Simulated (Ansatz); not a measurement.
A series at Si: from trimethylsilane, ligands are replaced one by one, each step taking up H₂ and setting free CH₄; n counts the steps. Ansatz, PBE0-D4/def2-TZVP geometries.

CBS adds triple-zeta CCSD(T) − MP2 to the MP2 limit, frozen cores; atoms without spin–orbit coupling. 

| n | molecule | atomization energy, CCSD(T)/CBS (kJ/mol) |
| --- | --- | --- |
| 0 | `C[SiH](C)C` | ? |
| 1 | `C[SiH2]C` | 3906.9 |
| 2 | `C[SiH3]` | 2633.9 |
| 3 | SiH₄ | 1362.7 |

Problem. By hand: fit a straight line y = ȳ + b (n − n̄) to the 3 given rows and predict n = 0.

Solution. n̄ = 2.000, ȳ = 2634.50; Σ(n − n̄)(y − ȳ) = -2544.20, Σ(n − n̄)² = 2.000, so b = -1272.10 kJ/mol a step. Prediction: 2634.50 + (-1272.10) × (-2.000) = 5178.7 kJ/mol.

Problem. By hand: compare with the computed value, 5181.3 kJ/mol, and give the steps along the whole series.

Solution. The line misses by 2.6 kJ/mol (computed minus predicted). Steps: -1274.4, -1273.0, -1271.2 kJ/mol.

The steps differ by at most 3.2 kJ/mol, 0.3 % of a mean step, so the ligands' effects nearly add and a line is close. The miss is 0.1 % of the series' range. The energies themselves are unsure by some kJ/mol a bond, though much of that is common to the series.
